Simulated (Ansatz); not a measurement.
hcp Zn was calculated with LC-ωPBE (Ansatz, a first-principles code, plane waves, PAW).

Numerical settings: plane-wave cutoff 460 eV, 12×12×6 k mesh (along the axes of the cell as run), Fermi–Dirac smearing 0.05 eV, scalar-relativistic PAW data made under PBE.

Computed at the level's own relaxed cell.

**Question.** Give the computed equilibrium lattice constant a and lattice parameter c.

**Answer.** 
- equilibrium lattice constant a: 2.559 Å
- lattice parameter c: 5.052 Å

Measured, for comparison: lattice constant a 2.665 Å (293 K, no zero-point or thermal correction, our sources range from 2.660 to 2.665; as tabulated in Wikipedia's data pages); lattice parameter c 4.946 Å (293 K, no zero-point or thermal correction; as tabulated in Wikipedia's data pages). Computed (rounded) less measured: lattice constant a -4.0 % (-3.8 % to -4.0 % over the range), lattice parameter c +2.1 %.

Computed values are for the static lattice.
